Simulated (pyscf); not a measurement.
Elementary routes open to O=Ga–OH + H₂C=CH₂ in the gas phase (singlet surface):
A. cyclic C₂H₅GaO₂ (SMILES [OH][Ga]1[CH2]C[O]1) (none broken; C–O, C–Ga formed)
B. H₂C=CH–Ga(OH)–OH (C–H broken; H–O, C–Ga formed)

PySCF, gas phase, ωB97X-D3(BJ)/def2-SVP geometries.

**Question.** Rank the routes by free-energy barrier at 298 K, lowest first, for ωB97M-D3(BJ)/def2-TZVP energies (ideal gas, 1 atm, RRHO with modes under 100 cm⁻¹ raised to 100, one conformer, R ln 2 for chiral ones without a mode under 150 cm⁻¹).

**Answer.** A (13.3 kcal/mol), B (26.2 kcal/mol)

Route A is the fastest of these, ahead of the next by 12.9 kcal/mol. The most stable products are those of B (ΔG = -42.8 kcal/mol), whose barrier is 12.9 kcal/mol higher: the kinetic and the thermodynamic product differ. At 1200 K A is still the fastest. A: On the reactant side the descent ends in a bound adduct (not fully relaxed), 9.7 kcal/mol under the separated species and 9.5 kcal/mol under the saddle at ωB97X-D3(BJ)/def2-TZVP. B: On the reactant side the descent ends in a bound adduct, 9.7 kcal/mol under the separated species and 26.1 kcal/mol under the saddle at ωB97X-D3(BJ)/def2-TZVP. On the product side the descent ends in a point that may be a rotor saddle (no frequency run), 2.1 kcal/mol over the lowest minimum found and 71.4 kcal/mol under the saddle at ωB97X-D3(BJ)/def2-TZVP. Only these routes are compared; each barrier is that of the saddle found, and lower ones may exist. Elements up to Kr have no core potential and no relativistic terms here.
